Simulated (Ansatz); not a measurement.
Consider a ladder of basis sets of H3N (charge +1), SMILES [NH3+] (Ansatz 0.2.0 through its Python package).

`basis_h3n.py`:
```python
'''How the energy of H3N(+) converges with the basis.'''

import warnings

import ansatz as az
from ase import Atoms


def main() -> None:
    warnings.simplefilter('ignore', az.DeckWarning)

    atoms = Atoms(['N', 'H', 'H', 'H'], positions=[
        (-0.0002, 0.008, 0.2948),
        (-0.5975, -0.7633, -0.078),
        (-0.3601, 0.895, -0.123),
        (0.9579, -0.1397, -0.0939),
    ])
    geometry = az.Crystal.molecule_from_ase(atoms)

    calc = geometry.calculation().functional('PBE0').charge(1).spin('collinear', total=1)

    energies = {}
    for basis in ['STO-3G', '6-31G', '6-31G*', 'def2-SVP', 'def2-SVPD', 'def2-TZVP', 'def2-TZVPP']:
        data = calc.basis(gaussian=basis).run().report
        size = data['n_frozen'] + data['n_occupied'][0] + data['n_virtual'][0]
        energies[basis] = (data['reference_energy_ev'] / 27.211386246, data['free_energy_ev'] / 27.211386246)
        print(f'{basis:14s} {size:4d} orbitals  reference {energies[basis][0]:14.6f} Ha  total {energies[basis][1]:14.6f} Ha')

    last = energies['def2-TZVPP'][1]
    for basis, (_, total) in energies.items():
        print(f'{basis:14s} lies {27.211386 * (total - last):9.4f} eV above def2-TZVPP')


if __name__ == '__main__':
    main()
```

How far does the total energy move along this ladder of basis sets?

Against STO-3G: 6-31G -668.8 mHa, 6-31G* -681.2 mHa, def2-SVP -645.9 mHa, def2-SVPD -648.1 mHa, def2-TZVP -709.5 mHa and def2-TZVPP -711.7 mHa. The last step alone is -2.23 mHa (these two sets differ little on atoms other than hydrogen).

What the script printed:

`python basis_h3n.py` gives:
```text
STO-3G            8 orbitals  reference     -55.408461 Ha  total     -55.408461 Ha
6-31G            15 orbitals  reference     -56.077271 Ha  total     -56.077271 Ha
6-31G*           21 orbitals  reference     -56.089628 Ha  total     -56.089628 Ha
def2-SVP         29 orbitals  reference     -56.054342 Ha  total     -56.054342 Ha
def2-SVPD        44 orbitals  reference     -56.056558 Ha  total     -56.056558 Ha
def2-TZVP        49 orbitals  reference     -56.117958 Ha  total     -56.117958 Ha
def2-TZVPP       73 orbitals  reference     -56.120184 Ha  total     -56.120184 Ha
STO-3G         lies   19.3670 eV above def2-TZVPP
6-31G          lies    1.1677 eV above def2-TZVPP
6-31G*         lies    0.8315 eV above def2-TZVPP
def2-SVP       lies    1.7917 eV above def2-TZVPP
def2-SVPD      lies    1.7314 eV above def2-TZVPP
def2-TZVP      lies    0.0606 eV above def2-TZVPP
def2-TZVPP     lies    0.0000 eV above def2-TZVPP
```

What to keep in mind:
- The drop along the ladder measures the basis error, and is no property of the molecule.
- The geometry is a force-field or estimated start, not a minimum of this method, and the last set is no limit. Much of the fall in a total is atomic energy, which cancels in bond and reaction energies.
- The species is open-shell (spin multiplicity 2).
- Totals across families of basis sets mostly measure their core functions.
- Hardware and time: 2.9 s on 1 thread of Arm Neoverse V2, with other jobs on the host, peak memory 0.16 GiB.
